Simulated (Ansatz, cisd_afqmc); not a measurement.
System: C$_{2}$H$_{5}$, charge 0, doublet. C2H5 (SMILES [CH2]C, doublet).
B3LYP-D3(BJ)/def2-TZVP minimum from Ansatz (a quantum-chemistry and plane-wave program):
```xyz
7

C     -0.0207    -0.6912     0.0019
C      0.0032     0.7917    -0.0023
H      0.9947    -1.1171     0.0074
H     -0.5251    -1.0873     0.8864
H     -0.5178    -1.0924    -0.8844
H      0.0727     1.3495     0.9213
H      0.0803     1.3441    -0.9285
```
Charge 0, spin multiplicity 2.

Total energies in cc-pVDZ, 13 correlated electrons, 2 frozen orbitals. UHF or UKS for unpaired electrons; spin-orbit terms are left out. Cores are frozen in correlated methods. No relativity. AFQMC is phaseless with a CISD trial state; ± is one standard error, without the phaseless bias. Outlying blocks are dropped, and bars are widened where a walk drifts. Over all cases where full CI ran beside it in this data, AFQMC minus full CI had a median of +0.1 mEh and passed +0.4 mEh in a tenth of the cases.

```csv
method,program,energy (Eh),minus CCSDT(Q) (mEh)
HF,Ansatz,-78.60395,312.73
MP2,Ansatz,-78.87172,44.96
CCSD,Ansatz,-78.90842,8.26
CCSD(T),Ansatz,-78.91562,1.06
CCSDT(Q),Ansatz,-78.91668,0.00
AFQMC/CISD,cisd_afqmc,-78.9166 ± 0.0003,0.1 ± 0.3
```

Rough core times of Ansatz's runs on a shared machine: CCSD(T) under 20 s, CCSDT(Q) 2 min.
